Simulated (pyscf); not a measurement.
F–SiH₃ + hydrogen fluoride (HF) -> F–SiH₃ + hydrogen fluoride (HF) (four-centre exchange; singlet surface; F–Si, F–H broken, F–Si, F–H formed). PySCF, gas phase, ωB97X-D3(BJ)/def2-SVP geometries. Correlated levels are frozen-core, on RHF or UHF. ΔMP2 is the change of the MP2 total energy from the triple- to the quadruple-zeta basis. Energies in kJ/mol from the separated reactants.

```tsv
level	barrier	reaction energy
ωB97X-D3(BJ)/def2-TZVP	110.9	0.0
r²SCAN/def2-TZVP	98.0	0.0
B3LYP-D3(BJ)/def2-TZVP	110.9	0.0
HF/def2-TZVP	?	0.0
CCSD/def2-TZVPP	131.9	0.0
CCSD(T)/def2-TZVPP	121.6	0.0
CCSD(T)/def2-TZVPP + ΔMP2(QZVPP)	?	0.0
```

Task: What belongs in the gaps?

Result: 
- HF/def2-TZVP, barrier: 183.5
- CCSD(T)/def2-TZVPP + ΔMP2(QZVPP), barrier: 122.8

On the reactant side the descent ends in a complex, 18.1 kJ/mol under the separated species and 129.0 kJ/mol under the saddle at ωB97X-D3(BJ)/def2-TZVP. On the product side the descent ends in a complex, 18.0 kJ/mol under the separated species and 128.9 kJ/mol under the saddle at ωB97X-D3(BJ)/def2-TZVP. This is the saddle that the search found; another between the same sides may lie lower. The CCSD(T) − MP2 part came from Ansatz, without density fitting, on the same reference.
